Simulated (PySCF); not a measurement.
**CH4F2, a complex of two parts: interaction energy**

The task here is to estimate one member of a computed series from the others.

Computed with PySCF 2.14.0; each step states its level. No surroundings beyond the atoms listed, unless a continuum is named. Atoms count from 0, parts from 1.

## The system as given

7 atoms, charge 0, multiplicity 1; geometry: GFN2-xTB. Parts: 1 = atoms 0–1, `F`, charge 0; 2 = atoms 2–6, `CF`, charge 0.

Set-up of the first run:

The job: settings as JSON, then the geometry in Å.

```
{"job": {"xc": "PBE0", "basis": "def2-TZVPD", "d3": "d3bj", "grid": 3, "kind": "geom", "shake": 0.01}, "charge": 0, "multiplicity": 1, "parts": [{"atoms": "0-1", "charge": 0, "multiplicity": 1}, {"atoms": "2-6", "charge": 0, "multiplicity": 1}]}
F      0.385443    -0.747601    -0.477402
H     -0.402757    -0.278745    -0.174384
C     -1.660395     1.984737     1.539064
F     -1.539775     0.898997     0.715438
H     -1.579238     1.621260     2.563701
H     -2.594202     2.491978     1.362180
H     -0.790270     2.635822     1.307245
```

Started as:

```console
> OMP_NUM_THREADS=1 python cluster_run.py task.json out
```

The driver reads the jobs from task.json and runs them one after another.

Among the steps run: Geometry optimisation at PBE0-D3(BJ)/def2-TZVPD; Coupled-cluster interaction energy: CCSD(T) and MP2, 1.74 Å; Coupled-cluster interaction energy: CCSD(T) and MP2, 1.83 Å; Coupled-cluster interaction energy: CCSD(T) and MP2, 1.91 Å; Coupled-cluster interaction energy: CCSD(T) and MP2, 1.65 Å; Coupled-cluster interaction energy: CCSD(T) and MP2, 2.17 Å; Coupled-cluster interaction energy: CCSD(T) and MP2, 1.56 Å; Coupled-cluster interaction energy: CCSD(T) and MP2, 2.61 Å; Coupled-cluster interaction energy: CCSD(T) and MP2, 3.48 Å.

One of the session's tables, all rows but one given; the rest of the session is left out.

It belongs to the step «Coupled-cluster interaction energy: CCSD(T) and MP2, 3.48 Å». 

```
                 method  interaction energy (kcal/mol)
         HF/aug-cc-pVDZ                          -1.23
        MP2/aug-cc-pVDZ                          -1.15
       CCSD/aug-cc-pVDZ                          -1.15
    CCSD(T)/aug-cc-pVDZ                          -1.14
         HF/aug-cc-pVQZ                          -1.22
        MP2/aug-cc-pVQZ                          -1.18
    SCS-MP2/aug-cc-pVQZ                              ?
      MP2, extrapolated                          -1.19
CCSD(T), limit estimate                          -1.19
```

Estimate the missing values for SCS-MP2/aug-cc-pVQZ.

As computed: interaction energy (kcal/mol): -1.16. In the column «interaction energy (kcal/mol)» it lies between MP2/aug-cc-pVQZ (-1.18) and MP2/aug-cc-pVDZ (-1.15).
